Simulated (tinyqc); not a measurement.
Worked calculation: Pariser-Parr-Pople SCF with singles CI, for the molecule c1ccccc1 (SMILES; centres numbered as the heavy atoms are written). Computed by tinyqc, a small Python program that keeps every step. Settings: charge = 0, gamma = MN, start = core, damping = 0, iteration cap = 69, excitations kept = 4. Command: `OMP_NUM_THREADS=1 python tinyqc.py 25956 25957 out.jsonl` (the two numbers bound the seeds that draw the settings). One thread of a shared host (Intel(R) Xeon(R) Processor @ 2.60GHz), about 0.01 s of CPU time with the checks. Later iterations appear only in the table of the cycle.

## PPP integrals

Centres (angstrom, eV; a flat drawing with bonds scaled to 1.40 angstrom):
```
centre          x          y  core charge z          W   gamma_rr
1C       1.400000   0.000000              1  11.160000  11.130000
2C       0.700000   1.212000              1  11.160000  11.130000
3C      -0.700000   1.212000              1  11.160000  11.130000
4C      -1.400000   0.000000              1  11.160000  11.130000
5C      -0.700000  -1.212000              1  11.160000  11.130000
6C       0.700000  -1.212000              1  11.160000  11.130000
```

Resonance integrals (eV):
```
i  j       beta
1  2  -2.600000
2  3  -2.600000
3  4  -2.600000
4  5  -2.600000
5  6  -2.600000
6  1  -2.600000
```

Mataga-Nishimoto: gamma = 14.399645/(R + a), a = 2 x 14.399645/(gamma_rr + gamma_ss); H_rr = -W_r - sum_(s != r) z_s gamma_rs; H_rs = beta for bonds.

repulsion gamma_rs (eV), order 1C, 2C, 3C, 4C, 5C, 6C:
$$\begin{pmatrix}
11.130000 & 5.346287 & 3.872515 & 3.517455 & 3.872515 & 5.346287 \\
5.346287 & 11.130000 & 5.345539 & 3.872515 & 3.518103 & 3.873196 \\
3.872515 & 5.345539 & 11.130000 & 5.346287 & 3.873196 & 3.518103 \\
3.517455 & 3.872515 & 5.346287 & 11.130000 & 5.346287 & 3.872515 \\
3.872515 & 3.518103 & 3.873196 & 5.346287 & 11.130000 & 5.345539 \\
5.346287 & 3.873196 & 3.518103 & 3.872515 & 5.345539 & 11.130000
\end{pmatrix}$$

core matrix H (eV), order 1C, 2C, 3C, 4C, 5C, 6C:
$$\begin{pmatrix}
-33.115059 & -2.600000 & 0.000000 & 0.000000 & 0.000000 & -2.600000 \\
-2.600000 & -33.115640 & -2.600000 & 0.000000 & 0.000000 & 0.000000 \\
0.000000 & -2.600000 & -33.115640 & -2.600000 & 0.000000 & 0.000000 \\
0.000000 & 0.000000 & -2.600000 & -33.115059 & -2.600000 & 0.000000 \\
0.000000 & 0.000000 & 0.000000 & -2.600000 & -33.115640 & -2.600000 \\
-2.600000 & 0.000000 & 0.000000 & 0.000000 & -2.600000 & -33.115640
\end{pmatrix}$$

## Starting guess

pi electrons, sum of z_r less the charge = 6

Orbitals of the core matrix H.

P at the start, order 1C, 2C, 3C, 4C, 5C, 6C:
$$\begin{pmatrix}
0.999934 & 0.666667 & -0.000017 & -0.333333 & -0.000017 & 0.666667 \\
0.666667 & 1.000033 & 0.666667 & -0.000017 & -0.333333 & 0.000033 \\
-0.000017 & 0.666667 & 1.000033 & 0.666667 & 0.000033 & -0.333333 \\
-0.333333 & -0.000017 & 0.666667 & 0.999934 & 0.666667 & -0.000017 \\
-0.000017 & -0.333333 & 0.000033 & 0.666667 & 1.000033 & 0.666667 \\
0.666667 & 0.000033 & -0.333333 & -0.000017 & 0.666667 & 1.000033
\end{pmatrix}$$

## Iteration 1: Fock matrix

F_rr = H_rr + P_rr gamma_rr / 2 + sum_(s != r) P_ss gamma_rs; F_rs = H_rs - P_rs gamma_rs / 2; E = tr P (H + F) / 2 + core repulsion sum_(r<s) z_r z_s gamma_rs.

F (eV), order 1C, 2C, 3C, 4C, 5C, 6C:
$$\begin{pmatrix}
-5.594991 & -4.382096 & 0.000032 & 0.586242 & 0.000032 & -4.382096 \\
-4.382096 & -5.595004 & -4.381846 & 0.000032 & 0.586350 & -0.000064 \\
0.000032 & -4.381846 & -5.595004 & -4.382096 & -0.000064 & 0.586350 \\
0.586242 & 0.000032 & -4.382096 & -5.594991 & -4.382096 & 0.000032 \\
0.000032 & 0.586350 & -0.000064 & -4.382096 & -5.595004 & -4.381846 \\
-4.382096 & -0.000064 & 0.586350 & 0.000032 & -4.381846 & -5.595004
\end{pmatrix}$$

pi energy = -78.779365 eV

## Iteration 1: orbitals and new P

Diagonalise F (the basis is taken as orthonormal) and form P = 2 sum c c over the lowest orbitals.

orbital energies (eV): [-13.772711, -10.563517, -10.563137, -0.626744, -0.626602, 2.582711]

P after iteration 1, order 1C, 2C, 3C, 4C, 5C, 6C:
$$\begin{pmatrix}
0.999993 & 0.666673 & -0.000002 & -0.333309 & -0.000002 & 0.666673 \\
0.666673 & 1.000004 & 0.666655 & -0.000002 & -0.333345 & 0.000004 \\
-0.000002 & 0.666655 & 1.000004 & 0.666673 & 0.000004 & -0.333345 \\
-0.333309 & -0.000002 & 0.666673 & 0.999993 & 0.666673 & -0.000002 \\
-0.000002 & -0.333345 & 0.000004 & 0.666673 & 1.000004 & 0.666655 \\
0.666673 & 0.000004 & -0.333345 & -0.000002 & 0.666655 & 1.000004
\end{pmatrix}$$

## Iteration 2: Fock matrix

As before.

F (eV), order 1C, 2C, 3C, 4C, 5C, 6C:
$$\begin{pmatrix}
-5.594999 & -4.382112 & 0.000004 & 0.586200 & 0.000004 & -4.382112 \\
-4.382112 & -5.595001 & -4.381814 & 0.000004 & 0.586372 & -0.000007 \\
0.000004 & -4.381814 & -5.595001 & -4.382112 & -0.000007 & 0.586372 \\
0.586200 & 0.000004 & -4.382112 & -5.594999 & -4.382112 & 0.000004 \\
0.000004 & 0.586372 & -0.000007 & -4.382112 & -5.595001 & -4.381814 \\
-4.382112 & -0.000007 & 0.586372 & 0.000004 & -4.381814 & -5.595001
\end{pmatrix}$$

pi energy = -78.779365 eV

## Iteration 2: orbitals and new P

As before.

orbital energies (eV): [-13.772711, -10.563475, -10.563179, -0.626808, -0.626538, 2.582711]

P after iteration 2, order 1C, 2C, 3C, 4C, 5C, 6C:
$$\begin{pmatrix}
0.999999 & 0.666675 & 0.000000 & -0.333302 & 0.000000 & 0.666675 \\
0.666675 & 1.000000 & 0.666651 & 0.000000 & -0.333349 & 0.000000 \\
0.000000 & 0.666651 & 1.000000 & 0.666675 & 0.000000 & -0.333349 \\
-0.333302 & 0.000000 & 0.666675 & 0.999999 & 0.666675 & 0.000000 \\
0.000000 & -0.333349 & 0.000000 & 0.666675 & 1.000000 & 0.666651 \\
0.666675 & 0.000000 & -0.333349 & 0.000000 & 0.666651 & 1.000000
\end{pmatrix}$$

## Convergence

Stop when output and input P, before any damping, agree to 1e-7.

Course of the cycle:
```
iteration        E (eV)  largest |P(out) - P(in)|
1          -78.77936499                  5.87e-05
2          -78.77936506                  7.59e-06
3          -78.77936506                  2.38e-06
4          -78.77936506                  7.48e-07
5          -78.77936506                  2.35e-07
6          -78.77936506                  7.37e-08
```

Converged in 6 iterations.

## Converged orbitals

Charges are z - P_rr.

orbital energies (eV): [-13.772711, -10.563474, -10.563181, -0.626819, -0.626526, 2.582711]

coefficients, order 1C, 2C, 3C, 4C, 5C, 6C:
$$\begin{pmatrix}
0.408259 & 0.577343 & 0.000000 & 0.000000 & 0.577343 & 0.408259 \\
0.408243 & 0.288683 & 0.500000 & 0.500000 & -0.288683 & -0.408243 \\
0.408243 & -0.288683 & 0.500000 & -0.500000 & -0.288683 & 0.408243 \\
0.408259 & -0.577343 & 0.000000 & 0.000000 & 0.577343 & -0.408259 \\
0.408243 & -0.288683 & -0.500000 & 0.500000 & -0.288683 & 0.408243 \\
0.408243 & 0.288683 & -0.500000 & -0.500000 & -0.288683 & -0.408243
\end{pmatrix}$$

pi charges: 1C 0.000000, 2C 0.000000, 3C 0.000000, 4C 0.000000, 5C 0.000000, 6C 0.000000

Within a degenerate level the vectors are fixed only up to a rotation; this is one choice.

## Singles CI, singlets

Over the 4 single excitations with the smallest orbital gaps: A = (e_a - e_i) delta + 2 (ia|jb) - (ij|ab), with (pq|rs) = sum c_mp c_mq gamma_mn c_nr c_ns. f = 2/3 w |mu|^2 in atomic units, mu = sqrt2 sum c_ia sum_m c_mi c_ma R_m.

singlet CI matrix (eV), order 3>4, 3>5, 2>4, 2>5:
$$\begin{pmatrix}
7.039429 & 0.000000 & 0.000000 & 0.411647 \\
0.000000 & 6.388913 & -1.061649 & 0.000000 \\
0.000000 & -1.061649 & 6.388913 & 0.000000 \\
0.411647 & 0.000000 & 0.000000 & 7.039684
\end{pmatrix}$$

singlet excitation energies (eV): [5.327264, 6.627909, 7.450562, 7.451204]

oscillator strengths: [0.000000, 0.000000, 1.276768, 1.277661]

## Singles CI, triplets

Over the 4 single excitations with the smallest orbital gaps: A = (e_a - e_i) delta - (ij|ab), with (pq|rs) = sum c_mp c_mq gamma_mn c_nr c_ns.

triplet CI matrix (eV), order 3>4, 3>5, 2>4, 2>5:
$$\begin{pmatrix}
3.969652 & 0.000000 & 0.000000 & 0.452471 \\
0.000000 & 4.874793 & 0.452471 & 0.000000 \\
0.000000 & 0.452471 & 4.874793 & 0.000000 \\
0.452471 & 0.000000 & 0.000000 & 3.970414
\end{pmatrix}$$

triplet excitation energies (eV): [3.517562, 4.422322, 4.422505, 5.327264]
